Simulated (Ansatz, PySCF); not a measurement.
Species: phosphanylidynephosphane, P$_{2}$, net charge 0, singlet state. SMILES: P#P
Geometry: optimised at B3LYP-D3(BJ)/def2-TZVP (Ansatz, an electronic-structure program).

Quantity: vertical ionisation energy (to the doublet state of charge +1; each state is the SCF solution reached for its spin; for the doublet the Hartree-Fock reference is unstable and T1 is 0.016; for the singlet the Hartree-Fock reference is unstable and T1 is 0.017), in eV. Cores are frozen in the correlated levels unless marked. Open shells are spin-unrestricted. Spin-orbit coupling is left out. Non-relativistic. 

| level | program | vertical ionisation energy (eV) |
|---|---|---|
| SVWN5/def2-TZVPD | Ansatz | 10.74 |
| PBE/def2-TZVPD | Ansatz | 10.51 |
| r2SCAN/def2-TZVPD | Ansatz | 10.54 |
| B3LYP/def2-TZVPD | Ansatz | 10.45 |
| PBE0/def2-TZVPD | Ansatz | 10.45 |
| BHLYP/def2-TZVPD | Ansatz | 10.21 |
| CAM-B3LYP/def2-TZVPD | Ansatz | 10.38 |
| wB97M-V/def2-TZVPD | Ansatz | 10.32 |
| wB97X-V/def2-TZVPD | Ansatz | 10.39 |
| CCSD/aug-cc-pV(D+d)Z | Ansatz | 10.32 |
| CCSD/def2-SVPD | Ansatz | 10.31 |
| CCSD/aug-cc-pV(T+d)Z | Ansatz | 10.41 |
| CCSD/def2-TZVPPD | Ansatz | 10.38 |
| CCSD/def2-QZVPPD | Ansatz | 10.43 |
| CCSD(T)/aug-cc-pV(D+d)Z | Ansatz | 10.46 |
| CCSD(T)/def2-SVPD | Ansatz | 10.44 |
| CCSD(T)/aug-cc-pV(T+d)Z | Ansatz | 10.58 |
| CCSD(T)/def2-TZVPPD | Ansatz | 10.55 |
| CCSD(T)/def2-QZVPPD | Ansatz | 10.62 |

For comparison, minus the highest occupied orbital energy (PySCF): 7.22 eV at M06-L/def2-TZVPD, 8.10 eV at PW6B95/def2-TZVPD, 8.63 eV at MN15/def2-TZVPD.
